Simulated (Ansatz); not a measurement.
Start from `COC(O)S` and change one atom or group to get `CCC(O)S`.

Ansatz, PBE0-D4/def2-TZVP geometries, multiplicity 1. Each molecule was computed in one conformer, which needn't be the lowest.

```
                                          property  `COC(O)S`
                LUMO energy (PBE0/def2-TZVPP) / eV       0.43
               HOMO energy (B3LYP/def2-TZVPP) / eV      -6.98
             HOMO–LUMO gap (B3LYP/def2-TZVPP) / eV       7.11
               HOMO–LUMO gap (PBE/def2-TZVPP) / eV       5.36
                 LUMO energy (PBE/def2-TZVPP) / eV      -0.56
size of the dipole moment (ωB97M-V/def2-TZVPP) / D       1.47
```

What does the change do to each property? (Estimate.)

Ansatz gave: 
```json
{"property": "LUMO energy (PBE0/def2-TZVPP) / eV", "`CCC(O)S`": "0.23", "shift": "-0.20"}
{"property": "HOMO energy (B3LYP/def2-TZVPP) / eV", "`CCC(O)S`": "-6.88", "shift": "0.10"}
{"property": "HOMO–LUMO gap (B3LYP/def2-TZVPP) / eV", "`CCC(O)S`": "6.80", "shift": "-0.31"}
{"property": "HOMO–LUMO gap (PBE/def2-TZVPP) / eV", "`CCC(O)S`": "5.14", "shift": "-0.22"}
{"property": "LUMO energy (PBE/def2-TZVPP) / eV", "`CCC(O)S`": "-0.70", "shift": "-0.14"}
{"property": "size of the dipole moment (ωB97M-V/def2-TZVPP) / D", "`CCC(O)S`": "1.53", "shift": "0.06"}
```

With PBE0 the HOMO rises by 0.11 eV and the LUMO falls by 0.20 eV, so the gap narrows by about 0.31 eV. PBE moves the HOMO by 0.08 eV and ωB97M-V by 0.10 eV. Dipoles are sizes alone; their direction can turn.

B3LYP here is the variant with VWN-RPA as its local correlation; programs differ in this.
